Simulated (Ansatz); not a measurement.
Equilibrium lattice constant a (Å) of solids drawn from the class of halides, at two levels: PBE (Ansatz, a program for electronic structure, plane waves, PAW), and PBE-D3(BJ) (plane waves, PAW; Ansatz).

```tsv
solid	PBE	PBE-D3(BJ)
rock-salt AgBr	5.841	5.731
fluorite CdF₂	5.481	5.445
fluorite SrCl₂	7.041	6.958
Cs₂AgBiBr₆ (Fm-3m, No. 225)	11.481	?
cubic perovskite KMgF₃	4.054	4.017
cubic perovskite KZnF₃	4.128	4.096
rock-salt AgCl	5.612	5.511
```

Question: Estimate the withheld PBE-D3(BJ) value from the other rows.

Answer: One way: carry over the typical ratio. The ratios PBE-D3(BJ) / PBE of the other rows, in order: 0.9812, 0.9820, 0.9882, 0.9909, 0.9922, 0.9934; median 0.98955. Cs₂AgBiBr₆ (Fm-3m, No. 225): 11.481 × 0.98955 = 11.361 Å; the run gives 11.306 Å. The ratios spread from 0.9812 to 0.9934, so such an estimate is rough.

Over all 7 rows PBE-D3(BJ) is the larger in 0.

Database compounds that came out metallic weren't drawn.

Ansatz's runs of these crystals have no spin polarisation.

Spin–orbit coupling is left out, also for the solids with elements from indium on (Cs2AgBiBr6); its size isn't shown.

Ansatz's density-functional and Hartree–Fock values are scalar-relativistic unless marked +SOC, with PAW data made under PBE.
